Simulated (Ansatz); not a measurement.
Spin states of the cluster B₃H₃⁻ (the lowest doublet isomer of a short search), each relaxed with r2SCAN-D4/def2-TZVPD in Ansatz. Electronic energies in the gas phase.

Correlated methods freeze 3 core orbitals. The structure comes from a short search, and lower isomers may exist.

Doublet geometry (C2v within 0.1 Å):

```csv
atom,x (Å),y (Å),z (Å)
B1,-0.7900,0.4407,-0.1671
B2,0.1254,-0.0819,0.9723
B3,0.7120,-0.3865,-0.4332
H4,-1.5140,0.8523,-1.0275
H5,0.2791,-0.1904,2.1596
H6,1.1875,-0.6342,-1.5040
```

Quartet geometry (C2 within 0.1 Å):

```csv
atom,x (Å),y (Å),z (Å)
B1,1.013,-0.185,0.339
B2,-0.347,0.697,0.365
B3,-0.677,-0.485,-0.698
H4,2.029,-0.117,-0.310
H5,-0.838,1.668,0.875
H6,-1.180,-1.577,-0.573
```

⟨S²⟩: doublet 0.76 at PBE0-D4/def2-TZVPD (pure 0.75), quartet 3.78 at PBE0-D4/def2-TZVPD (pure 3.75).

Only these spin states were relaxed.

| level | quartet − doublet (kJ/mol) | lowest of these | remarks |
| --- | --- | --- | --- |
| HF/def2-TZVPPD | 165.5 | doublet | – |
| LDA (SPW92)/def2-TZVPD | 278.5 | doublet | HOMO above zero (doublet), HOMO above zero (quartet) |
| revPBE-D4/def2-TZVPD | 241.4 | doublet | HOMO above zero (doublet), HOMO above zero (quartet) |
| PBE0-D4/def2-TZVPD | 246.9 | doublet | HOMO above zero (quartet) |

(1) Estimate the rows for HF/def2-TZVPD, RPA@PBE/def2-TZVPD, MP2/def2-TZVPD, CCSD(T)/def2-TZVPPD.

Results:

(1) 
| level | quartet − doublet (kJ/mol) | lowest of these |
| --- | --- | --- |
| HF/def2-TZVPD | 165.3 | doublet |
| RPA@PBE/def2-TZVPD | 251.9 | doublet |
| MP2/def2-TZVPD | 281.6 | doublet |
| CCSD(T)/def2-TZVPPD | 260.3 | doublet |
